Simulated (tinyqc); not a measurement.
Worked calculation: RHF in the sto-3g basis, for LiH, spin multiplicity 1. One step of it, computed by the program tinyqc.

Task: Iteration 2: building the Fock matrix. J_ij = sum D_kl (ij|kl), K_ij = sum D_kl (ik|jl); F = H + J - 0.5 K; E = tr D H + tr D J / 2 - 0.25 tr D K + E_nn.

D after iteration 1:
```
            1Li 1s     1Li 2s   1Li 2px   1Li 2py    1Li 2pz      2H 1s
1Li 1s    2.032338  -0.117042  0.000000  0.000000  -0.056563  -0.169371
1Li 2s   -0.117042   0.553712  0.000000  0.000000   0.168982   0.489962
1Li 2px   0.000000   0.000000  0.000000  0.000000   0.000000   0.000000
1Li 2py   0.000000   0.000000  0.000000  0.000000   0.000000   0.000000
1Li 2pz  -0.056563   0.168982  0.000000  0.000000   0.082555   0.241659
2H 1s    -0.169371   0.489962  0.000000  0.000000   0.241659   0.819423
```

core Hamiltonian H = T + V (hartree):
```
            1Li 1s     1Li 2s    1Li 2px    1Li 2py    1Li 2pz      2H 1s
1Li 1s   -4.709001  -1.057622   0.000000   0.000000  -0.013508  -0.218857
1Li 2s   -1.057622  -1.379965   0.000000   0.000000  -0.113774  -0.605804
1Li 2px   0.000000   0.000000  -1.122499   0.000000   0.000000   0.000000
1Li 2py   0.000000   0.000000   0.000000  -1.122499   0.000000   0.000000
1Li 2pz  -0.013508  -0.113774   0.000000   0.000000  -1.213352  -0.762831
2H 1s    -0.218857  -0.605804   0.000000   0.000000  -0.762831  -1.374093
```

Two-electron integrals (ij|kl) in chemists' order, unique and non-zero (hartree):
```
(11|11) 1.680395   (21|11) 0.265420   (21|21) 0.049941   (22|11) 0.397727
(22|21) 0.092860   (22|22) 0.290562   (31|31) 0.008981   (32|31) 0.013788
(32|32) 0.064184   (33|11) 0.396640   (33|21) 0.092880   (33|22) 0.290497
(33|33) 0.312946   (41|41) 0.008981   (42|41) 0.013788   (42|42) 0.064184
(43|43) 0.016869   (44|11) 0.396640   (44|21) 0.092880   (44|22) 0.290497
(44|33) 0.279207   (44|44) 0.312946   (51|51) 0.008981   (52|51) 0.013788
(52|52) 0.064184   (53|53) 0.016869   (54|54) 0.016869   (55|11) 0.396640
(55|21) 0.092880   (55|22) 0.290497   (55|33) 0.279207   (55|44) 0.279207
(55|55) 0.312946   (61|11) 0.051677   (61|21) 0.009780   (61|22) 0.018548
(61|33) 0.018332   (61|44) 0.018332   (61|51) 0.001167   (61|52) 0.002273
(61|55) 0.018989   (61|61) 0.002096   (62|11) 0.128727   (62|21) 0.030451
(62|22) 0.101659   (62|33) 0.096306   (62|44) 0.096306   (62|51) 0.004917
(62|52) 0.030549   (62|55) 0.112264   (62|61) 0.007140   (62|62) 0.060254
(63|31) 0.002358   (63|32) 0.011183   (63|53) 0.004624   (63|63) 0.004147
(64|41) 0.002358   (64|42) 0.011183   (64|54) 0.004624   (64|64) 0.004147
(65|11) 0.161688   (65|21) 0.038629   (65|22) 0.133676   (65|33) 0.124582
(65|44) 0.124582   (65|51) 0.007613   (65|52) 0.046829   (65|55) 0.151713
(65|61) 0.009393   (65|62) 0.086521   (65|65) 0.125817   (66|11) 0.302307
(66|21) 0.072706   (66|22) 0.267229   (66|33) 0.243786   (66|44) 0.243786
(66|51) 0.013065   (66|52) 0.100625   (66|55) 0.313871   (66|61) 0.017701
(66|62) 0.199251   (66|65) 0.296736   (66|66) 0.774606
```

nuclear repulsion = 0.90871874 hartree

Give: Coulomb J; exchange K; Fock matrix F; total energy of this density.

Result:

Coulomb J (hartree):
```
         1Li 1s  1Li 2s  1Li 2px  1Li 2py  1Li 2pz  2H 1s
1Li 1s    4.040   0.692    0.000    0.000    0.022  0.141
1Li 2s    0.692   1.348    0.000    0.000    0.154  0.592
1Li 2px   0.000   0.000    1.316    0.000    0.000  0.000
1Li 2py   0.000   0.000    0.000    1.316    0.000  0.000
1Li 2pz   0.022   0.154    0.000    0.000    1.405  0.807
2H 1s     0.141   0.592    0.000    0.000    0.807  1.771
```

exchange K (hartree):
```
         1Li 1s  1Li 2s  1Li 2px  1Li 2py  1Li 2pz  2H 1s
1Li 1s    3.376   0.548    0.000    0.000    0.002  0.112
1Li 2s    0.548   0.399    0.000    0.000    0.236  0.455
1Li 2px   0.000   0.000    0.068    0.000    0.000  0.000
1Li 2py   0.000   0.000    0.000    0.068    0.000  0.000
1Li 2pz   0.002   0.236    0.000    0.000    0.296  0.494
2H 1s     0.112   0.455    0.000    0.000    0.494  1.042
```

Fock matrix F (hartree):
```
         1Li 1s  1Li 2s  1Li 2px  1Li 2py  1Li 2pz   2H 1s
1Li 1s   -2.356  -0.640    0.000    0.000    0.008  -0.134
1Li 2s   -0.640  -0.231    0.000    0.000   -0.078  -0.242
1Li 2px   0.000   0.000    0.160    0.000    0.000   0.000
1Li 2py   0.000   0.000    0.000    0.160    0.000   0.000
1Li 2pz   0.008  -0.078    0.000    0.000    0.044  -0.203
2H 1s    -0.134  -0.242    0.000    0.000   -0.203  -0.124
```

total energy of this density = -7.80129 hartree

This density is a damped mixture and is not idempotent, and it still holds part of the atomic start, so its energy may lie below the converged one.
